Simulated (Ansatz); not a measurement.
System: GeS (Pnma, No. 62). Method: PBE0 (plane waves, PAW; Ansatz, a quantum-chemistry and plane-wave program).

Numerical settings: plane-wave cutoff 500 eV, 8×6×4 k mesh (along the axes of the cell as run), Fermi–Dirac smearing 0.05 eV, scalar-relativistic PAW data made under PBE.

Cell (relaxed with PBEsol):

```xyz
8
Lattice="3.6620 0.0000 0.0000 0.0000 4.1554 0.0000 0.0000 0.0000 10.2941" Properties=species:S:1:pos:R:3 pbc="T T T"
Ge     0.9155     1.5770     3.9194
Ge     0.9155     0.5007     9.0664
Ge     2.7465     2.5784     6.3747
Ge     2.7465     3.6547     1.2277
S      0.9155     2.0569     1.5211
S      0.9155     0.0209     6.6681
S      2.7465     2.0986     8.7730
S      2.7465     4.1346     3.6260
```

Predict the band gap.


- band gap: 1.99 eV (on the SCF k mesh)

Measured, for comparison: band gap 1.65 eV (room temperature, not corrected to a static lattice, our sources range from 1.58 to 1.65; as tabulated in Setten et al. (2017), arXiv:1709.07349).

Note: exact exchange on metals is sensitive to the k mesh and can open a false gap; cell and atoms aren't relaxed at this level (pressure 1.6 GPa).

Spin–orbit coupling is not included.

The computed numbers hold no vibrational or temperature effects.

Computing time: roughly 29 core-minutes.
